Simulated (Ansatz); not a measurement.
The first iterations of a band of AlClFH₃ (6 atoms, charge 0, multiplicity 1).

Level of theory: RKS B3LYP/def2-SVP (Ansatz 0.2.0).

```json
{
  "movable images": "7",
  "climbing image": "from the first iteration",
  "spring": "5.0 eV/Å²",
  "optimiser": "fire",
  "start path": "through a guess of the saddle point",
  "force threshold": "0.03 eV/Å",
  "iteration limit": "60",
  "end points": "relaxed"
}
```

Initial state:

```xyz
6
Properties=species:S:1:pos:R:3
Al 0.009 -0.064 0.077
Cl 0.005 0.260 2.261
H 1.407 0.149 -0.613
H -1.402 0.071 -0.607
F 0.058 -2.001 0.683
H 0.069 -1.712 1.609
```

Final state:

```xyz
6
Properties=species:S:1:pos:R:3
Al 0.017 -0.376 -0.229
Cl 0.017 -0.032 2.458
H 1.407 0.238 -0.645
H -1.409 0.161 -0.633
F 0.063 -1.987 0.332
H 0.050 -1.300 2.127
```

| iteration | highest image above the first end (eV) | largest band force component (eV/Å) |
| --- | --- | --- |
| 1 | 0.799 | 2.658 |
| 2 | 0.602 | 2.040 |
| 3 | 0.405 | 1.236 |
| 4 | 0.398 | 0.857 |
| 5 | 0.385 | 0.696 |
| 6 | 0.366 | 0.666 |
| 7 | 0.361 | 0.658 |
| 8 | 0.350 | 0.643 |
| 9 | 0.334 | 0.620 |
| 10 | 0.315 | 0.590 |
| 11 | 0.293 | 0.553 |

Does the band converge within its limit, and where does its top end?

The run converged. It ended after 35 iterations with the highest image 0.176 eV above the first end. Another band between the same ends (7 images) ends at a top of the same energy, where a vibrational analysis finds 1 clearly imaginary mode. The orbitals stay closed-shell, which can raise the energy where a bond breaks towards radicals; this wasn't checked here.

The run took 12 min on 1 thread of Arm Neoverse N1, with other jobs on the host, peak memory 0.12 GiB.
